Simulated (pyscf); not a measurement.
Structures and frequencies: ωB97X-D3(BJ)/def2-SVP in PySCF.

Problem. For the elementary gas-phase step gallane (GaH₃) + silanol (HO–SiH₃) → H₃Si–O–GaH₂ + hydrogen (H₂) (singlet surface; Ga–H, H–O broken, Ga–O, H–H formed), what barrier and reaction energy does ωB97M-D3(BJ)/def2-TZVP give, measured from the separated reactants?

Solution. ΔE‡ = 8.2 kcal/mol, ΔE = -15.3 kcal/mol. Zero-point energy shifts the barrier by -0.1 kcal/mol. It is a four-centre exchange, with an imaginary mode of 1354i cm⁻¹. On the reactant side the descent ends in an adduct with a Ga–O contact, 15.8 kcal/mol under the separated species and 21.5 kcal/mol under the saddle at ωB97X-D3(BJ)/def2-TZVP. What is counted as formed (Ga–O) is already present as a longer contact in the reactant adduct; forming that adduct is a step of its own. At the saddle there is also a short Ga–H contact that neither side keeps. At ωB97X-D3(BJ)/def2-TZVP the barrier from the zero used here is 5.7 kcal/mol. One saddle was located; it need not be the lowest between these sides. Elements up to Kr have no core potential and no relativistic terms here.
